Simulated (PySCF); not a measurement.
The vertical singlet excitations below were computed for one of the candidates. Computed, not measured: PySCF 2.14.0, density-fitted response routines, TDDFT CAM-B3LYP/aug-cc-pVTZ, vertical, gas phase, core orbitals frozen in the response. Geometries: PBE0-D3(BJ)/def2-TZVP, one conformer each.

| state | ν̃ (cm⁻¹) | f | main configurations (H = HOMO, L = LUMO) |
| --- | --- | --- | --- |
| S1 | 49630 | 0.0020 | H-1→L+4 (94%) |
| S2 | 51050 | 0.0023 | H→L (73%), H→L+1 (14%), H→L+9 (8%) |
| S3 | 55510 | 0.040 | H-1→L (70%), H-1→L+1 (16%) |
| S4 | 56870 | 0.202 | H→L+4 (86%) |
| S5 | 57360 | 0.0075 | H→L+1 (69%), H→L (14%) |
| S6 | 59660 | 0.013 | H→L+2 (81%) |
| S7 | 61750 | 0.022 | H→L+3 (44%), H-1→L+1 (29%) |
| S8 | 62130 | 0.0056 | H→L+3 (42%), H-1→L+1 (34%) |
| S9 | 63870 | 0.011 | H-1→L+2 (70%) |
| S10 | 65670 | 0.0052 | H→L+6 (62%) |

Question: Which structure fits? All have the formula C2H5NO.
A. N-methylformamide (`CNC=O`)
B. acetaldoxime (`C/C=N\O`)
C. acetamide (`CC(N)=O`)

Answer: B. Its S1, at 6.15 eV, is the highest among the candidates; the nearest of the others has S1 at 5.78 eV. S1 is HOMO-1→LUMO+4 (94%). Löwdin shares by element: HOMO oxygen 34%, carbon 29%, nitrogen 26%; LUMO hydrogen 80% or more (atoms not listed hold the other 20%). At the same level the other candidates give, for their lowest levels:
- `CC(N)=O`: 5.70 eV (f 0.000); 6.45 eV (f 0.026); 6.58 eV (f 0.019); 7.23 eV (f 0.049); 7.49 eV (f 0.011); T1 5.22 eV; HOMO -8.89, LUMO -0.02 eV
- `CNC=O`: 5.78 eV (f 0.002); 6.21 eV (f 0.001); 6.67 eV (f 0.021); 7.11 eV (f 0.020); 7.33 eV (f 0.112); T1 5.27 eV; HOMO -8.96, LUMO 0.02 eV

The values belong to the conformer `[CH3:1]/[CH:2]=[N:3]\[OH:4]`: H–O4–N3–C2 -179°.
Triplets come from the Tamm–Dancoff approximation.
